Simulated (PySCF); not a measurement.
## Assignment exercise: C$_{4}$H$_{8}$O

Atom-mapped SMILES (the numbers label the heavy atoms): `[CH3:1][CH2:2][CH2:3][CH:4]=[O:5]`. Hydrogens are named by the atom that carries them.

All values are calculated (PySCF 2.14.0 with density-fitted response routines): PBE0-D3(BJ)/def2-TZVP structure, NMR shieldings at B97-2/pcSseg-2/GIAO. Rapidly exchanging positions averaged, no solvent, non-relativistic, a single conformation.

Shifts are taken against calculated references (same method and geometry level): TMS for 13C, 1H.

Task: Assign these signals to the numbered atoms. 13C{1H} NMR (computed): δ 207.5, 53.0, 19.2, 16.1.

Result: 
```tsv
δ (ppm)	atoms	environment	reason
207.5	C4	aldehyde carbonyl carbon	low-lying n→π* states of the double bond to the heteroatom give a large paramagnetic term (-268 ppm)
53.0	C3	sp3 CH2 α to a carbonyl	α to the electron-withdrawing carbonyl group
19.2	C2	sp3 CH2	aliphatic region, no heteroatom directly attached
16.1	C1	methyl carbon	a saturated carbon with 1 carbon neighbour and no heteroatom attached
```

Task: Assign these signals to the numbered atoms. 1H NMR (600 MHz, computed): δ 10.26 (t, 1H), 2.44 (m, 2H), 1.62 (m, 2H), 0.92 (t, 3H).

Result: 
| δ (ppm) | atoms | environment | reason |
| --- | --- | --- | --- |
| 10.26 | H(C4) | hydrogen on an aldehyde carbonyl carbon | deshielded by the polar, anisotropic C=O bond |
| 2.44 | H(C3) | hydrogen on an sp3 CH2 α to a carbonyl | α to C=O |
| 1.62 | H(C2) | hydrogen on an sp3 CH2 | – |
| 0.92 | H(C1) | hydrogen on a methyl carbon | far from electronegative atoms and π systems |

Shifts are as computed. Against solution values, carbons near 30 ppm lie about +3 ppm off and those near 130 ppm about +7 ppm. Of 1309 compounds with measured shifts, 239 miss one by over three times the rms of a fit or turn the order of signals round; such compounds aren't used in these exercises. No couplings were computed; multiplicities are counted from neighbouring protons, with m where these are inequivalent, close in shift, in a saturated or five-membered ring or joined by F or P, and br s for small geminal =CH2 splittings.
